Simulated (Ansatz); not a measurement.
## SiH3S (SMILES [SiH2]S): methods side by side

SiH3S: 5 atoms, total charge 0, spin state doublet. As SMILES, `[SiH2]S`. The coordinates come from a PBE0-D4/def2-TZVP relaxation. This is one conformer, not always the lowest.

```jsonl
{"atom": "Si", "x (Å)": "-0.0963", "y (Å)": "-0.6940", "z (Å)": "-0.3093"}
{"atom": "S", "x (Å)": "0.2731", "y (Å)": "1.4060", "z (Å)": "-0.2945"}
{"atom": "H", "x (Å)": "-0.0945", "y (Å)": "-1.2568", "z (Å)": "1.0730"}
{"atom": "H", "x (Å)": "-1.4403", "y (Å)": "-0.8432", "z (Å)": "-0.9299"}
{"atom": "H", "x (Å)": "1.4078", "y (Å)": "1.3143", "z (Å)": "0.4193"}
```

Quantity: the energy change with the S2–H5 bond stretched from 1.344 to 3.359 Å, in eV. The values are calculated.

```
           level                    kind  program  value (eV)
      UHF/STO-3G            Hartree–Fock   Ansatz        3.41
   USVWN5/STO-3G                     LDA   Ansatz        4.57
 U-revPBE/STO-3G                     GGA   Ansatz        4.05
U-r2SCAN0/STO-3G         hybrid meta-GGA   Ansatz        4.34
U-wB97M-V/STO-3G  range-separated hybrid   Ansatz        4.57
  UB2PLYP/STO-3G           double hybrid   Ansatz        4.18
  RPA@PBE/STO-3G                     RPA   Ansatz        3.64
     UMP2/STO-3G     perturbation theory   Ansatz        3.77
 UBCCD(T)/STO-3G   coupled cluster or CI   Ansatz        3.47
UCCSDT(Q)/STO-3G   coupled cluster or CI   Ansatz        3.43
```

The first shape isn't each level's own minimum. The values span 3.41 to 4.57 eV. Spin contamination of the reference (⟨S²⟩ at least 0.1 too high) touches UHF/STO-3G, USVWN5/STO-3G, U-revPBE/STO-3G, U-r2SCAN0/STO-3G, U-wB97M-V/STO-3G, UB2PLYP/STO-3G, RPA@PBE/STO-3G, UMP2/STO-3G, UBCCD(T)/STO-3G, UCCSDT(Q)/STO-3G. All rows use very small basis sets, so even the best lies far from the true value.
